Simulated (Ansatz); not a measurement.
C2H3N can be A, `C#CN`, or B, `C1=NC1`.

Gas-phase electronic energies from Ansatz, PBE0-D4/def2-TZVP geometries. CCSD(T)/CBS is the MP2 limit (def2-TZVPP, def2-QZVPP) plus CCSD(T) − MP2 in def2-TZVPP, frozen cores. This one scheme is used for every species. DFT in def2-TZVPP. B3LYP here is the variant with VWN-RPA as its local correlation; programs differ in this. One conformer a species, not always the lowest.

(1) Which is lower in electronic energy at CCSD(T)/CBS, and by how much? (Best estimate.)

(2) Give E(B) − E(A) in kcal/mol with CCSD/def2-TZVPP, CCSD(T)/def2-TZVPP, r2SCAN-D4, B3LYP, PBE0-D4, PBE-D4, LDA (SPW92). (An estimate is asked.)

(3) Does the order hold for the free energy at 298.15 K (harmonic terms from PBE0-D4)? (Estimate.)

Largest T1 diagnostic: 0.012.

## Answers

(1) Computed: A, by 6.2 kcal/mol.

(2) The calculation gave: CCSD/def2-TZVPP 5.6, CCSD(T)/def2-TZVPP 4.7, r2SCAN-D4 5.1, B3LYP 8.0, PBE0-D4 4.6, PBE-D4 4.1, LDA (SPW92) 6.6. None reverses the order clearly.

(3) Computed: Yes: G(B) − G(A) = +6.7 kcal/mol, for one conformer each.

From BLYP to BHLYP (50 % exact exchange), in def2-TZVPP and without D4, E(B) − E(A) moves by +1.0 kcal/mol. Leaving LDA and LC-ωPBE aside and taking each functional with its dispersion term where it has one, the values, not all of them listed here, spread over 6.0 kcal/mol, from revPBE-D4 to BHLYP-D4. LDA lies +2.4 kcal/mol from PBE without D4.
